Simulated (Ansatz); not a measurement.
# H₂S (singlet): the correlation ladder, 6-31G*

How much of the correlation energy of H₂S (singlet) does each wave-function method recover here?

Method: 6-31G*, core rule «outside noble gas», up to 5 orbitals frozen; program: Ansatz 0.2.0, Gaussian basis.

To be run: UHF; CCSD(T) on RHF; BCCD(T) on RHF; CISD; CCSDT(Q) on RHF; CISDTQ; CCSDTQ on RHF; CASSCF and MRCISD+Q, 8 electrons in 6 orbitals; CASSCF and MRCISD+Q(relaxed), 8 electrons in 6 orbitals; CASSCF and NEVPT2, 8 electrons in 6 orbitals; Full CI.

9 further runs of the same task are left out: 9 set aside as unsound or not needed.

**1. What is computed**

The geometry is an MP2(full)/6-31G* stationary point (not a proven minimum).

3 atoms, charge 0, spin multiplicity 1.

Atoms are counted from 1 here; the program's logs count them from 0.

Bond lengths: S1–H2 1.339 Å, S1–H3 1.339 Å. Angles: H2–S1–H3 93.3°.

Coordinates:

```xyz
3
charge 0, multiplicity 1
S     0.00000    0.00000    0.05437
H     0.00000    0.97427   -0.86485
H     0.00000   -0.97427   -0.86485
```

**2. UHF**

in.yaml reads:

```yaml
crystal:
  periodic: [false, false, false]
  atoms:
    - {symbol: S, position_ang: [0.000000, 0.000000, 0.054372]}
    - {symbol: H, position_ang: [0.000000, 0.974269, -0.864846]}
    - {symbol: H, position_ang: [0.000000, -0.974269, -0.864846]}
basis:
  gaussian: {orbitals: "6-31G*"}
magnetization: {spin_polarized: true, initial_magnetization: 0}
hamiltonian: {xc: hf}
output: {orbitals: {seedname: orbitals}}
```

Launch:

```console
ansatz run in.yaml --threads 1 --pin off --events-out ev --progress --plain --max-ram 3840MiB --backend cpu
```

Further steps of the session: CCSD(T) on RHF; BCCD(T) on RHF; CISD; CCSDT(Q) on RHF; CISDTQ; CCSDTQ on RHF; CASSCF and MRCISD+Q, 8 electrons in 6 orbitals; CASSCF and MRCISD+Q(relaxed), 8 electrons in 6 orbitals; CASSCF and NEVPT2, 8 electrons in 6 orbitals; Full CI.

Q: Predict the results of all the runs planned. Wanted: FCI below the RHF energy; RMP2 from FCI; RCCSD from FCI; RCCSD(T) from FCI; RCCSDT(Q) from FCI; NEVPT2 valence from FCI; MRCISD+Q valence from FCI; MRCISD+Q(relaxed) valence from FCI; T1 diagnostic.

As calculated:

| quantity | value |
| --- | --- |
| FCI below the RHF energy | -3.9955 eV |
| RMP2 from FCI | +694.6 meV |
| RCCSD from FCI | +92.1 meV |
| RCCSD(T) from FCI | +15.5 meV |
| RCCSDT(Q) from FCI | +0.7 meV |
| NEVPT2 valence from FCI | +691.4 meV |
| MRCISD+Q valence from FCI | +9.8 meV |
| MRCISD+Q(relaxed) valence from FCI | -5.1 meV |
| levels within 1 kcal/mol (43 meV) | RCCSD(T), BCCD(T), RCCSDT, CISDTQ, RCCSDT(Q), RCCSDTQ, MRCISD+Q valence, MRCISD+Q(relaxed) valence |
| T1 diagnostic | 0.007 |
| effectively unpaired electrons | 0.04 |

**Reading.** RCCSD(T) lands +15.5 meV from the yardstick (0.4 % of the correlation energy). MRCISD+Q(relaxed) valence falls below full CI: the +Q correction isn't variational, and the cores differ from full CI's. One determinant dominates. Of the multireference levels listed MRCISD+Q(relaxed) valence comes nearest in total energy (-5.1 meV), which doesn't show that its space is the better one. These misses are within one basis, not against nature.
